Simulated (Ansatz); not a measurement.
**Reading a saddle point**

A first-order saddle point of CH$_{7}$OSi, doublet, PBE0-D4/def2-TZVP, with one imaginary mode of 1144i cm⁻¹:

H1  (-0.032, 0.095, 0.296)
C2  (0.115, 1.404, -0.489)
O3  (0.650, 1.098, -1.708)
Si4  (-0.129, -1.411, 0.978)
H5  (-0.907, 1.786, -0.485)
H6  (0.822, 1.953, 0.126)
H7  (-0.029, 0.718, -2.272)
H8  (-0.875, -1.354, 2.266)
H9  (-0.849, -2.333, 0.055)
H10  (1.233, -1.956, 1.234)
(Å)

Computed with Ansatz 0.2.0 (basis: def2-TZVPP and def2-QZVPP); correlated methods freeze the cores; orbitals are unrestricted. Extrapolation: Hartree–Fock as exp(−7.88 √X), correlation as X^−2.97.

Task: Which contacts change along the imaginary mode, and what lies on either side? (Judge from chemistry; the calculation decides.)

Result: The calculation gives: The step is CH₄O ([CH3][OH]) + SiH₃ → CH₃O ([CH2][OH]) + SiH₄, with the molecules in contact on both sides. Shortening one way: H1–Si4; lengthening the same way: H1–C2.
```
  pair  one side (Å)  saddle (Å)  other side (Å)
H1–Si4          3.56        1.66            1.48
 H1–C2          1.10        1.53            3.35
```

Task: Which side is lower, and how far does the saddle lie above each? (Judge from chemistry; the value comes from the calculation.)

Result: Computed: The side with H1–C2 short is lower by 7.11 kcal/mol; the saddle lies 20.58 kcal/mol above it and 13.48 kcal/mol above the other (CCSD(T) at an estimated basis limit (MP2 extrapolated from triple and quadruple zeta, plus CCSD(T) − MP2 in triple zeta); electronic energies).

T1 diagnostic: at most 0.017. ⟨S²⟩ of the unrestricted Hartree–Fock references: 0.75 to 0.78 (a pure state has 0.75).

Radical steps of this kind take place in plasma deposition and etching.

Labels in which every atom is bracketed show which atoms are joined, not bond orders.

For scale, one of the runs: CCSD(T)/def2-TZVPP, 202 basis functions, launched by `ansatz run in.yaml --threads 4 --pin off --events-out ev --progress --plain --max-ram 9574MiB`. The run took 2.3 min on 4 CPU threads of an Arm Neoverse V2 (shared host), with 6.5 GiB of host memory at its peak.
